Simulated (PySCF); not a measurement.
Compound: C5H12P (charge +1).
SMILES with atom numbers: `[CH2:1]=[CH:2][P+:3]([CH3:4])([CH3:5])[CH3:6]` (hydrogens: H7, H8 on C1; H9 on C2; H10, H11, H12 on C4; H13, H14, H15 on C5; H16, H17, H18 on C6)

Cartesian coordinates in Å at the GFN2-xTB level; atoms count from 1:
```xyz
18
C5H12P angstrom
C      2.1439    0.7745   -1.0472
C      1.4505    0.6434    0.0733
P     -0.2008   -0.0607    0.1658
C     -1.3234    1.1835    0.8502
C     -0.7892   -0.5873   -1.4596
C     -0.1656   -1.4834    1.2836
H      3.1317    1.2058   -1.0449
H      1.7649    0.4637   -2.0071
H      1.8474    0.9629    1.0293
H     -2.3201    0.7574    0.9616
H     -1.3704    2.0446    0.1846
H     -0.9620    1.5078    1.8259
H     -0.8284    0.2662   -2.1353
H     -1.7894   -1.0076   -1.3584
H     -0.1232   -1.3472   -1.8672
H      0.1958   -1.1735    2.2636
H     -1.1694   -1.8950    1.3859
H      0.4989   -2.2486    0.8843
```

Level of theory: TDDFT B3LYP/def2-SVPD, vertical, gas phase, core orbitals frozen in the response in PySCF.

Frontier orbitals with the atoms that hold most of them (Löwdin shares over 4%, at most four atoms; ? is withheld):

```csv
orbital,ε (eV),atoms
HOMO-3,-14.91,"C4 23%, C6 21%, P3 18%, H18 8%"
HOMO-2,-14.82,"C5 26%, P3 20%, C6 14%, C4 12%"
HOMO-1,-14.18,"C2 24%, C1 19%, P3 15%, H7 9%"
HOMO,-12.67,?
LUMO,?,?
LUMO+1,-3.79,"C5 14%, C4 11%, C6 11%, H14 7%"
LUMO+2,-3.36,"P3 22%, C6 11%, C4 10%, C5 9%"
```

**Question.** Which atoms hold the LUMO, and with what shares?

**Answer.** C1 (bonded to C and 2 H) 39%; C2 (bonded to C, P and H) 29%; P3 (bonded to 4 C) 9%; H8 (bonded to C) 5%. By element: carbon 68% or more, phosphorus 9%, hydrogen 5% or more.

**Question.** Which atoms hold the HOMO, and with what shares?

**Answer.** C2 (bonded to C, P and H) 41%; C1 (bonded to C and 2 H) 36%; P3 (bonded to 4 C) 5%. By element: carbon 77% or more, phosphorus 5%.

**Question.** What is the LUMO energy, and the HOMO–LUMO gap?

**Answer.** ε(LUMO) = -5.45 eV; the gap is 7.22 eV (0.2654 hartree).

**Question.** The HOMO–LUMO gap is 7.22 eV. Where does the response calculation put the lowest singlet, and from which orbitals?

**Answer.** S1 is at 7.31 eV (f = 0.442), 0.09 eV above the gap, made of HOMO→LUMO (94%). Without the coupling terms of the response equations the lowest excitation would equal the gap.

**Question.** One configuration dominates each of S1, S2, S3 and S5. Which, and how do the shares of the two leading atoms of either orbital change from the occupied to the empty one?

**Answer.** 
- S1 (7.31 eV, f 0.442), HOMO→LUMO (94%): C2 41% → 29%, C1 36% → 39%
- S2 (7.35 eV, f 0.0023), HOMO-1→LUMO (98%): C2 24% → 29%, C1 19% → 39%
- S3 (7.96 eV, f 0.018), HOMO→LUMO+1 (82%): C2 41% → at most 8%, C1 36% → at most 8%, C5 at most 4% → 14%, C4 at most 4% → 11%
- S5 (8.37 eV, f 0.016), HOMO-2→LUMO (88%): C5 26% → at most 5%, P3 20% → 9%, C1 at most 12% → 39%, C2 at most 12% → 29%
